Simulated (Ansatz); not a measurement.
Geometry optimisation, RKS B3LYP-D4/def2-SVP (Ansatz).

input.yaml

```yaml
crystal:
  periodic: [false, false, false]
  atoms:
    - { symbol: Al, position_ang: [0.022358, 0.104656, 0.090242] }
    - { symbol: Cl, position_ang: [-0.04764, 0.598758, 2.231408] }
    - { symbol: H, position_ang: [1.4366, 0.088639, -0.601393] }
    - { symbol: H, position_ang: [-1.361103, -0.071625, -0.63765] }
    - { symbol: P, position_ang: [0.184783, -3.196935, 1.174678] }
    - { symbol: H, position_ang: [-0.626484, -2.873986, 0.038279] }
    - { symbol: H, position_ang: [1.398633, -2.763073, 0.551612] }
    - { symbol: H, position_ang: [-0.038148, -1.947433, 1.824723] }
basis:
  gaussian: { orbitals: def2-SVP }
hamiltonian:
  xc: b3lyp
  dispersion: d4
relax:
  f_tol: 0.03
  max_steps: 50
```

Launched with:

```bash
$ ansatz run input.yaml --threads 1 --pin off --max-ram 2048MiB --backend cpu --events-out ev --progress --plain --runs-dir out
```

Where does it end, and by what steps?

It converged. After 5 steps the energy has fallen by 0.075 eV; Cl2 moved furthest, 0.29 Å.

```json
{"step": "0", "energy less start (eV)": "0.0000", "largest force component (eV/Å)": "0.917", "accepted": "yes"}
{"step": "1", "energy less start (eV)": "-0.0540", "largest force component (eV/Å)": "0.423", "accepted": "yes"}
{"step": "2", "energy less start (eV)": "-0.0673", "largest force component (eV/Å)": "0.045", "accepted": "yes"}
{"step": "3", "energy less start (eV)": "-0.0716", "largest force component (eV/Å)": "0.109", "accepted": "yes"}
{"step": "4", "energy less start (eV)": "-0.0745", "largest force component (eV/Å)": "0.082", "accepted": "yes"}
{"step": "5", "energy less start (eV)": "-0.0752", "largest force component (eV/Å)": "0.012", "accepted": "yes"}
```

```xyz
8
Properties=species:S:1:pos:R:3
Al 0.022 0.086 0.176
Cl -0.068 0.874 2.146
H 1.442 -0.024 -0.498
H -1.348 -0.167 -0.561
P 0.200 -3.231 1.084
H -0.637 -2.828 -0.004
H 1.395 -2.728 0.483
H -0.037 -2.042 1.846
```

Whether the end is a true minimum wasn't checked by a vibrational analysis.

Time of the run: 10 s on 1 thread of Intel(R) Xeon(R) 6975P-C (Granite Rapids) (shared host), peak memory 0.17 GiB.
